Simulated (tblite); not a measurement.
# Br2H3N: the cost of one run

Programs: tblite 0.8.0 and PySCF 2.14.0. All values are calculated, for the isolated system unless a continuum is named. Atoms count from 0, parts from 1.

## Step 1: Starting point

6 atoms, charge 0, multiplicity 1; geometry: rigid parts in contact. Parts: 1 = atoms 0–1, `BrBr`, charge 0; 2 = atoms 2–5, `N`, charge 0.

## Step 2: Search for minima with GFN2-xTB

The job: settings as JSON, then the geometry in Å.

```
{"job": {"kind": "dock", "xc": "GFN2-xTB", "basis": "xTB"}, "charge": 0, "multiplicity": 1, "parts": [{"atoms": "0-1", "charge": 0, "multiplicity": 1}, {"atoms": "2-5", "charge": 0, "multiplicity": 1}]}
Br     1.140660    -0.012853    -0.009950
Br    -1.140660     0.012853     0.009950
N      3.979320    -0.097365     0.601806
H      4.073017    -0.340387    -0.376832
H      4.886209     0.212236     0.929113
H      3.742717    -0.942243     1.107524
```

Level: GFN2-xTB search for minima from random contacts, gas phase.

Launch:

```console
OMP_NUM_THREADS=1 python cluster_run.py task.json out
```

This one command runs all jobs of the session in turn.

Q: Estimate the wall time of this first job on 1 thread of Arm Neoverse V2, shared host.

About 5.8 s.
